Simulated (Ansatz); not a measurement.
Reaction (SMILES): F[C]Cl (closed-shell singlet) + 3 [H][H] (H2) → C (CH4) + Cl (HCl) + F (HF)
B3LYP-D3(BJ)/def2-TZVP geometries, fixed; electronic energies without zero-point terms.
Largest species:
```xyz
5

C      0.0000     0.0000     0.0000
H      0.6205     0.6269     0.6390
H     -0.6429    -0.6249     0.6185
H      0.6369    -0.6328    -0.6166
H     -0.6146     0.6308    -0.6409
```

Energies in hartree at PBE with Ansatz (a first-principles code); the energy of full hydrogenation is their sum with the coefficients shown, times 627.509 kcal/mol a hartree. All functions are spherical. The program fits the integrals of some runs and decomposes those of others, by size. No added dispersion term, no relativity.

```tsv
species	coefficient	part	cc-pV(D+d)Z	cc-pV(T+d)Z	cc-pV(Q+d)Z
F[C]Cl (closed-shell singlet)	-1	PBE	-597.73243	-597.79444	-597.81087
[H][H] (H2)	-3	PBE	-1.16000	-1.16612	-1.16657
C (CH4)	+1	PBE	-40.44301	-40.46329	-40.46664
Cl (HCl)	+1	PBE	-460.61476	-460.63451	-460.63892
F (HF)	+1	PBE	-100.33540	-100.38378	-100.39660
```

Task: Predict the energy of full hydrogenation in cc-pV(5+d)Z (X = 5): let each PBE step shrink by the ratio of the last two. Compare with the run.

Result: 
- F[C]Cl (closed-shell singlet): steps -0.06201 and -0.01643, ratio 0.265, so PBE -597.81522 (run: -597.81845).
- [H][H] (H2): steps -0.00612 and -0.00045, ratio 0.074, so PBE -1.16660 (run: -1.16670).
- C (CH4): steps -0.02028 and -0.00335, ratio 0.165, so PBE -40.46719 (run: -40.46786).
- Cl (HCl): steps -0.01975 and -0.00441, ratio 0.223, so PBE -460.63990 (run: -460.64240).
- F (HF): steps -0.04838 and -0.01282, ratio 0.265, so PBE -100.40000 (run: -100.40145).
Predicted -120.53 kcal/mol; the run in cc-pV(5+d)Z gives -121.21, a miss of 0.68. Keeping the value in cc-pV(Q+d)Z, -120.22, would miss by 0.99. All sums are of the energies as printed.
